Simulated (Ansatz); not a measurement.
**Molecular dynamics, step by step**

CHOSi (SMILES O=C=[SiH+]) (charge +1), closed shell, CAM-B3LYP-D4/STO-3G (Ansatz 0.2.0). Settings (timestep in fs, temperature in K; T counts 6 degrees of freedom):

```yaml
hamiltonian: {xc: {name: CAM-B3LYP}, dispersion: d4}
md: {n_steps: 40, timestep: 0.75, temperature: 300, ensemble: nve, seed: 918, initial_velocities: maxwell_boltzmann}
```

Start (the SMILES describes the start alone):

```
4
angstrom
O -0.6053 0.0116 1.8124
C -0.2864 -0.0727 0.7407
Si 0.5801 0.6028 -0.8340
H 0.3116 -0.5417 -1.7192
```

| step | time (fs) | potential energy less the start (meV) | kinetic energy (meV) | T (K) |
| --- | --- | --- | --- | --- |
| 0 | 0.00 | 0.0 | 77.6 | 300 |
| 2 | 1.50 | -116.3 | 189.7 | 734 |
| 4 | 3.00 | -189.1 | 260.9 | 1009 |
| 6 | 4.50 | -110.9 | 185.1 | 716 |
| 8 | 6.00 | 1.3 | 75.2 | 291 |
| 10 | 7.50 | 8.2 | 68.7 | 266 |
| 12 | 9.00 | -111.4 | 186.3 | 721 |
| 14 | 10.50 | -240.9 | 313.0 | 1211 |
| 16 | 12.00 | -227.2 | 299.5 | 1158 |
| 18 | 13.50 | -100.0 | 176.6 | 683 |
| 20 | 15.00 | -96.4 | 173.6 | 671 |
| 22 | 16.50 | -250.2 | 323.0 | 1250 |
| 24 | 18.00 | -328.3 | 400.1 | 1548 |
| 26 | 19.50 | -251.0 | 325.3 | 1258 |
| 28 | 21.00 | -147.1 | 223.6 | 865 |
| 30 | 22.50 | -144.8 | 221.5 | 857 |
| 32 | 24.00 | -254.9 | 329.8 | 1276 |
| 34 | 25.50 | -367.5 | 439.9 | 1701 |
| 36 | 27.00 | -344.2 | 416.6 | 1611 |
| 38 | 28.50 | -206.9 | 283.1 | 1095 |
| 40 | 30.00 | -171.2 | 248.5 | 961 |

Step 2, positions (Å) and forces (eV/Å):

| atom | x | y | z | Fx | Fy | Fz |
| --- | --- | --- | --- | --- | --- | --- |
| O1 | -0.610 | 0.013 | 1.816 | -1.782 | 0.134 | 5.377 |
| C2 | -0.274 | -0.072 | 0.728 | 1.005 | -0.799 | -4.079 |
| Si3 | 0.578 | 0.601 | -0.830 | 1.023 | 1.116 | -1.366 |
| H4 | 0.291 | -0.533 | -1.713 | -0.247 | -0.451 | 0.068 |

Step 24, positions (Å) and forces (eV/Å):

| atom | x | y | z | Fx | Fy | Fz |
| --- | --- | --- | --- | --- | --- | --- |
| O1 | -0.668 | 0.002 | 1.859 | -0.049 | -0.475 | -0.046 |
| C2 | -0.224 | -0.101 | 0.769 | -0.164 | 0.669 | 0.890 |
| Si3 | 0.601 | 0.621 | -0.880 | 0.082 | -0.286 | -0.543 |
| H4 | -0.016 | -0.562 | -1.530 | 0.131 | 0.092 | -0.301 |

Step 38, positions (Å) and forces (eV/Å):

```csv
atom,x,y,z,Fx,Fy,Fz
O1,-0.714,-0.038,1.904,-2.933,-0.051,6.299
C2,-0.224,-0.078,0.887,3.078,0.367,-6.749
Si3,0.630,0.631,-0.952,0.008,-0.045,0.578
H4,-0.084,-0.471,-1.619,-0.153,-0.272,-0.128
```

Last step (40):

O1  (-0.722, -0.046, 1.911)
C2  (-0.223, -0.069, 0.902)
Si3  (0.634, 0.631, -0.962)
H4  (-0.091, -0.461, -1.647)
(Å)

The run took about 12 s on 2 CPU threads of an Arm Neoverse V2 (shared host).
